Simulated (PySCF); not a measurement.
C3H5FO2.
Atom-mapped SMILES: `[F:1][C@@H:2]1[CH2:3][O:4][CH2:5][O:6]1` (hydrogens: H7 on C2; H8, H9 on C3; H10, H11 on C5)

Theory: PBE0-D3(BJ)/def2-SVP geometry optimisation, gas phase in PySCF 2.14.0.

(1) What internal coordinates does the optimisation give?

## Answers

(1) 
```csv
bond,length (Å),order
F1–C2,1.373,single
C2–C3,1.539,single
C3–O4,1.405,single
O4–C5,1.390,single
C5–O6,1.409,single
C2–O6,1.373,single
C2–H7,1.100,single
C3–H8,1.100,single
C3–H9,1.105,single
C5–H10,1.099,single
C5–H11,1.110,single
```

Orders are formal, as drawn. A selection of angles:
```csv
angle,degrees
F1–C2–C3,109.2
F1–C2–O6,111.1
F1–C2–H7,107.1
C3–C2–O6,104.3
C3–C2–H7,115.9
O6–C2–H7,109.2
C2–C3–O4,104.4
C2–C3–H8,113.1
C2–C3–H9,108.5
O4–C3–H8,109.3
O4–C3–H9,112.3
H8–C3–H9,109.2
C3–O4–C5,105.9
O4–C5–O6,105.5
O4–C5–H10,110.0
O4–C5–H11,111.6
O6–C5–H10,109.2
O6–C5–H11,110.0
H10–C5–H11,110.4
C2–O6–C5,106.2
```

Torsions: F1–C2–C3–O4 -116° (anticlinal); C2–C3–O4–C5 19° (synperiplanar); C3–O4–C5–O6 -35° (synclinal); O4–C5–O6–C2 38° (synclinal); F1–C2–O6–C5 93° (anticlinal).

The 5-membered ring C2–C3–O4–C5–O6 has internal angles of 104.3° to 106.2°; it is puckered, 0.15 Å rms from its mean plane, widest ring torsion 38°. The 4 C–O bonds span 1.373 Å (C2–O6, drawn single) to 1.409 Å (C5–O6, drawn single), a spread of 0.036 Å.

Point group: C1 (no symmetry element, even within 0.4 Å). PBE0-D3(BJ)/def2-SVP frequencies: not computed here. The numbers are those of one conformer.
